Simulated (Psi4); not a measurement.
**CH5FSi (SMILES [H][Si]([H])(C)F) at HF/aug-cc-pVDZ**

What is the vertical electron affinity of CH5FSi at HF/aug-cc-pVDZ? 

The calculation is run with Psi4 1.11.

3 further runs of the same task are left out: 3 set aside as unsound or not needed.

### 1 Starting point

CH5FSi: 8 atoms, total charge 0, spin state singlet. As SMILES, `[H][Si]([H])(C)F`. The shape is that of a GFN2-xTB optimisation.

Bond lengths: Si1–C4 1.890 Å, Si1–F8 1.613 Å, Si1–H2 1.456 Å, Si1–H3 1.456 Å, C4–H5 1.085 Å, C4–H6 1.087 Å, C4–H7 1.088 Å. Some angles: C4–Si1–F8 107.5°, Si1–C4–H5 111.5°, Si1–C4–H6 111.2°, Si1–C4–H7 111.2°, H2–Si1–C4 112.8°, H2–Si1–F8 104.4°, H3–Si1–C4 112.9°, H3–Si1–F8 104.4°, H5–C4–H6 107.7°, H5–C4–H7 107.6°.

### 2 Energy and forces at HF/aug-cc-pVDZ

File ch5fsi.xyz:

```xyz
8
CH5FSi
Si     0.469780    -0.679870     0.338040
H      0.408100    -0.786060     1.788700
H      1.813870    -0.807760    -0.205760
C     -0.451290     0.830660    -0.326560
H     -0.021280     1.755050     0.045670
H     -1.498220     0.812740    -0.033830
H     -0.416480     0.866460    -1.413090
F     -0.304480    -1.991210    -0.193180
```

File ch5fsi.py:

```python
import psi4

psi4.set_memory(1600000000)
psi4.set_num_threads(1)
psi4.core.set_output_file('output.dat', False)

with open('ch5fsi.xyz') as f:
    atoms = ''.join(f.readlines()[2:])
mol = psi4.geometry('0 1\n' + atoms + 'symmetry c1')

psi4.set_options({
    'basis': 'aug-cc-pVDZ',
    'puream': True,
    'e_convergence': 1e-09,
    'd_convergence': 1e-08,
    'scf_type': 'pk',
})

result, w = psi4.gradient('hf', return_wfn=True)
psi4.oeprop(w, 'MAYER_INDICES', 'MULLIKEN_CHARGES', 'LOWDIN_CHARGES')
print('gradient / Eh bohr^-1')
print(result.np.round(6))
print(f'energy = {w.energy():.10f} Eh')
for k, v in sorted(psi4.core.scalar_variables().items()):
    print(f'{k:45s} {v:18.10f}')
```

Command:

```bash
$ python ch5fsi.py
```

output.dat:

```text
[...]
  Running in c1 symmetry.
[...]
  Nuclear repulsion =  115.443279717707085
[...]
  Multiplicity = 1
[...]
  Nalpha       = 17
  Nbeta        = 17
[...]
    Number of basis functions: 118
[...]
   @RHF iter   1:  -429.11591404223327   -6.93946e-01   3.92652e-03 DIIS/ADIIS
[...]
   @RHF iter  10:  -429.22995346165760   -1.85310e-11   6.12693e-09 DIIS
[...]
    Orbital Energies [Eh]
    ---------------------
    Doubly Occupied:
       1A    -68.825356     2A    -26.280429     3A    -11.223723
       4A     -6.167576     5A     -4.275206     6A     -4.273571
       7A     -4.273246     8A     -1.573434     9A     -0.960034
      10A     -0.754788    11A     -0.654259    12A     -0.652469
      13A     -0.616458    14A     -0.568269    15A     -0.560428
      16A     -0.481797    17A     -0.460933
[...]
  @RHF Final Energy:  -429.22995346165760
   => Energetics <=
    Nuclear Repulsion Energy =            115.4432797177070853
    One-Electron Energy =                -824.1425169860449387
    Two-Electron Energy =                 279.4692838066802096
    Total Energy =                       -429.2299534616576011
[...]
 Multipole Moments:
 ------------------------------------------------------------------------------------
     Multipole            Electronic (a.u.)      Nuclear  (a.u.)        Total (a.u.)
 ------------------------------------------------------------------------------------
 L = 1.  Multiply by 2.5417464519 to convert [e a0] to [Debye]
 Dipole X            :         -0.2316446            0.4343309            0.2026863
 Dipole Y            :         -5.4685287            6.2377991            0.7692703
 Dipole Z            :         -0.1057513            0.2392457            0.1334944
 Magnitude           :                                                    0.8066470
[...]
  -Total Gradient:
     Atom            X                  Y                   Z
    ------   -----------------  -----------------  -----------------
       1        0.012361881235    -0.009402645013     0.008492927800
       2       -0.003353449602    -0.002609654876    -0.010937244152
       3       -0.011584538031    -0.002537727796     0.000504105889
       4       -0.003535755730     0.004338401896    -0.001732971353
       5       -0.002813440202    -0.004065232316    -0.002320929409
       6        0.002598747091     0.001689063075    -0.002297254353
       7       -0.001301317481     0.001516375447     0.002872422653
       8        0.007627872721     0.011071419581     0.005418942924
[...]
  Mulliken Charges: (a.u.)
   Center  Symbol    Alpha    Beta     Spin     Total
       1    SI     6.32995  6.32995  0.00000  1.34010
       2     H     0.51722  0.51722  0.00000 -0.03444
       3     H     0.51716  0.51716  0.00000 -0.03432
       4     C     2.90912  2.90912  0.00000  0.18176
       5     H     0.61882  0.61882  0.00000 -0.23764
       6     H     0.59369  0.59369  0.00000 -0.18739
       7     H     0.59430  0.59430  0.00000 -0.18860
       8     F     4.91974  4.91974  0.00000 -0.83948
   Total alpha = 17.00000, Total beta = 17.00000, Total charge = -0.00000
[...]
```

The script printed:

```text
Memory set to   1.490 GiB by Python driver.
  Threads set to 1 by Python driver.
gradient / Eh bohr^-1
[[ 0.012362 -0.009403  0.008493]
 [-0.003353 -0.00261  -0.010937]
 [-0.011585 -0.002538  0.000504]
 [-0.003536  0.004338 -0.001733]
 [-0.002813 -0.004065 -0.002321]
 [ 0.002599  0.001689 -0.002297]
 [-0.001301  0.001516  0.002872]
 [ 0.007628  0.011071  0.005419]]
energy = -429.2299534617 Eh
CURRENT ENERGY                                   -429.2299534617
CURRENT REFERENCE ENERGY                         -429.2299534617
DD SOLVATION ENERGY                                 0.0000000000
HF KINETIC ENERGY                                 429.0656952004
HF POTENTIAL ENERGY                              -858.2956486621
HF TOTAL ENERGY                                  -429.2299534617
HF VIRIAL RATIO                                     2.0003828278
NUCLEAR REPULSION ENERGY                          115.4432797177
ONE-ELECTRON ENERGY                              -824.1425169860
PCM POLARIZATION ENERGY                             0.0000000000
PE ENERGY                                           0.0000000000
SCF ITERATION ENERGY                             -429.2299534617
SCF ITERATIONS                                     10.0000000000
SCF TOTAL ENERGY                                 -429.2299534617
TWO-ELECTRON ENERGY                               279.4692838067
```

Wall time 20 s (1 thread of Intel Xeon 6975P-C (Granite Rapids), shared host); peak memory 0.63 GiB.

### 3 The doublet anion at the same level

File ch5fsi.in:

```
memory 1.6 GB

molecule {
  -1 2
  Si     0.469780    -0.679870     0.338040
  H      0.408100    -0.786060     1.788700
  H      1.813870    -0.807760    -0.205760
  C     -0.451290     0.830660    -0.326560
  H     -0.021280     1.755050     0.045670
  H     -1.498220     0.812740    -0.033830
  H     -0.416480     0.866460    -1.413090
  F     -0.304480    -1.991210    -0.193180
  units angstrom
  symmetry c1
}

set {
  basis         aug-cc-pVDZ
  reference     uhf
  puream        true
  e_convergence 1e-09
  d_convergence 1e-08
  scf_type      pk
  maxiter       200
}

energy_value, wavefunction = gradient("hf", return_wfn=True)
```

Command:

```bash
$ psi4 -i ch5fsi.in -o ch5fsi.out -n 1
```

ch5fsi.out, cut to the lines that bear on the results:

```text
[...]
  Running in c1 symmetry.
[...]
  Nuclear repulsion =  115.443279717707085
[...]
  Multiplicity = 2
[...]
  Nalpha       = 18
  Nbeta        = 17
[...]
    Number of basis functions: 118
[...]
   @UHF iter   1:  -428.96653278519676   -5.44565e-01   4.47774e-03 ADIIS/DIIS
[...]
   @UHF iter  25:  -429.19577249304950   -1.86446e-11   4.81259e-09 DIIS
[...]
   @S^2 Observed:                7.501812495E-01
[...]
  @UHF Final Energy:  -429.19577249304950
   => Energetics <=
    Nuclear Repulsion Energy =            115.4432797177070853
    One-Electron Energy =                -828.2490341265458937
    Two-Electron Energy =                 283.6099819157892625
    Total Energy =                       -429.1957724930495033
  UHF NO Occupations:
  HONO-2 :   16  A 1.9999755
  HONO-1 :   17  A 1.9999633
[...]
 Multipole Moments:
 ------------------------------------------------------------------------------------
     Multipole            Electronic (a.u.)      Nuclear  (a.u.)        Total (a.u.)
 ------------------------------------------------------------------------------------
 L = 1.  Multiply by 2.5417464519 to convert [e a0] to [Debye]
 Dipole X            :         -0.3189053            0.4343309            0.1154256
 Dipole Y            :        -10.3479295            6.2377991           -4.1101304
 Dipole Z            :         -0.2190963            0.2392457            0.0201494
 Magnitude           :                                                    4.1118002
[...]
  -Total Gradient:
     Atom            X                  Y                   Z
    ------   -----------------  -----------------  -----------------
       1        0.012143578870    -0.022915700581     0.008207091812
       2       -0.004038256777    -0.000253301497    -0.010717720441
       3       -0.011664672816    -0.000243915888    -0.000170611459
       4       -0.005987426031     0.007421537685    -0.003596692234
       5       -0.001767015146    -0.003738222759    -0.001309184272
       6        0.003267816673     0.000855004233    -0.002787063337
       7       -0.001600797321     0.000583864239     0.003532121765
       8        0.009646772548     0.018290734566     0.006842058168
[...]
```

Run time: 29 s. Hardware: 1 thread of Intel Xeon 6975P-C (Granite Rapids), shared host; peak memory 0.64 GiB.

### 4 What came out

At HF/aug-cc-pVDZ:

```
                                         quantity          value
                     singlet CH5FSi: total energy  -429.22995 Eh
                    singlet CH5FSi: dipole moment         2.05 D
                      singlet CH5FSi: HOMO energy      -12.54 eV
                      singlet CH5FSi: LUMO energy        0.96 eV
                    singlet CH5FSi: HOMO–LUMO gap       13.50 eV
         singlet CH5FSi: largest force on an atom     0.910 eV/Å
                      doublet anion: total energy  -429.19577 Eh
doublet anion: HOMO energy (highest over α and β)        0.90 eV
 doublet anion: LUMO energy (lowest over α and β)        3.49 eV
                              doublet anion: ⟨S²⟩          0.750
          doublet anion: largest force on an atom     1.399 eV/Å
vertical electron affinity (to the doublet anion)      -0.930 eV
```

**Reading.** The anion lies 0.93 eV (21.4 kcal/mol) above the neutral: the electron isn't bound at this level, and such a value depends on the basis. Hartree–Fock misses the correlation that binds many anions. The largest force (singlet CH5FSi) is 0.91 eV/Å: the shape isn't a stationary point for this species at this level. Mulliken charges (singlet CH5FSi) run from -0.84 on F8 to +1.34 on Si1; in a basis this large or diffuse they mean little. The HOMO (doublet anion) lies at positive energy, 0.90 eV: the electron is unbound at this level or held by a compact basis; values depend on the basis.
